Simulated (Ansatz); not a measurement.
## [AlH2···H···BH2], doublet in cc-pVDZ: errors against UCCSDT(Q)

Geometry: a point of a hydrogen-transfer path between rigid fragments, not a stationary point.

```xyz
7

Al   -0.9634    0.0000    0.0000
H    -1.7563    1.3734    0.0000
H    -1.7563   -1.3734    0.0000
H     0.9286    0.0000    0.0000
B     2.1496    0.0000    0.0000
H     2.6587    0.0000    1.0770
H     2.6587    0.0000   -1.0770
```

Basis cc-pVDZ; Ansatz 0.2.0. Correlated methods freeze the noble-gas cores, which leaves 11 electrons in 51 orbitals. Prefix R: restricted or restricted open-shell reference; prefix U: unrestricted. Active spaces: frontier = (9e, 9o) about the gap; pair = (3e, 3o) about the gap.

Full CI isn't at hand for all of this; UCCSDT(Q) serves as the reference, and is uncertain by about the last step of the cluster series. The frozen core follows each run's orbitals, which can shift R against U totals by a few meV.

The UHF ⟨S²⟩ is 0.759, the T1 diagnostic (RCCSD) is 0.0149 and the largest doubles amplitude (RCCSD) is 0.039. The T1 diagnostic (UCCSD) is 0.0113.

**Question.** From what is known of these methods and the diagnostics, rank them by the size of their error in total energy against UCCSDT(Q) in cc-pVDZ, smallest first (an estimate: the text doesn't fix the numbers).
A. RCCSDT
B. NEVPT2 (pair space)
C. RCCSD
D. MRCISD+Q (pair space)
E. RHF

**Answer.** A (0.07 kcal/mol), D (1.70 kcal/mol), C (2.94 kcal/mol), B (31.75 kcal/mol), E (131.09 kcal/mol).

All errors are against UCCSDT(Q) in cc-pVDZ. Within each family the higher level lies nearer, as is usual though not guaranteed.
